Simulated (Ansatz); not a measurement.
**HB–AlH, triplet: bend scan**

Starting geometry (PBE0/def2-TZVP stationary point for this spin, not checked as a minimum):

```xyz
4

B     0.0000    0.0000    1.0513
Al    0.0000    0.0000   -0.8575
H     0.0000    0.0000    2.2344
H     0.0000    0.0000   -2.4283
```

From there the angle named below is changed in its plane at fixed bond lengths, both arms turning rigidly about the middle atom; atoms are numbered as listed. Energies are in kcal/mol, counted from the starting geometry at the same level.

Basis cc-pVDZ; Ansatz 0.2.0. Only valence electrons are correlated (noble-gas cores frozen). R marks a restricted (for open shells ROHF) determinant, U an unrestricted one. Active spaces: valence = (8e, 10o) chosen from the atoms' valence shells.

Runs in a small pair space aren't shown, since their orbitals change along the scan.

Full CI isn't at hand for all of this; UCCSDT(Q) serves as the reference, and is uncertain by about the last step of the cluster series. The frozen core follows each run's orbitals, which can shift R against U totals by a few meV.

| angle Al2-B1-H3 (°) | UCCSDT(Q) | error RMP2 | error RCCSD | error UCCSDT | error RCCSDT(Q) | error CASSCF (valence space) | error NEVPT2 (valence space) |
| --- | --- | --- | --- | --- | --- | --- | --- |
| 68.8 | 31.7 | 0.2 | 0.4 | 0.0 | 0.0 | -1.6 | -0.4 |
| 88.6 | 22.3 | 0.0 | 0.1 | 0.0 | 0.0 | -0.9 | -0.4 |
| 101.7 | 16.7 | 0.1 | 0.0 | 0.0 | 0.0 | -0.5 | -0.2 |
| 124.6 | 8.6 | 0.2 | 0.0 | 0.0 | 0.0 | 0.0 | 0.1 |
| 142.1 | 4.2 | 0.0 | 0.0 | 0.0 | 0.0 | 0.0 | 0.2 |
| 161.5 | 1.0 | 0.0 | 0.0 | 0.0 | 0.0 | 0.0 | 0.1 |
| 180.0 | 0.0 | 0.0 | 0.0 | 0.0 | 0.0 | 0.0 | 0.0 |

Errors are those of relative energies. In total energy the starting point itself misses UCCSDT(Q) by: RMP2 22.9, RCCSD 4.1, UCCSDT 0.2, RCCSDT(Q) 0.0, CASSCF (valence space) 54.1, NEVPT2 (valence space) 15.4 kcal/mol.

Spread of the error over the points with a reference, to 180.0 ° (largest less smallest): RCCSDT(Q) 0.0, UCCSDT 0.0, RMP2 0.2, RCCSD 0.4, NEVPT2 (valence space) 0.6, CASSCF (valence space) 1.7 kcal/mol.
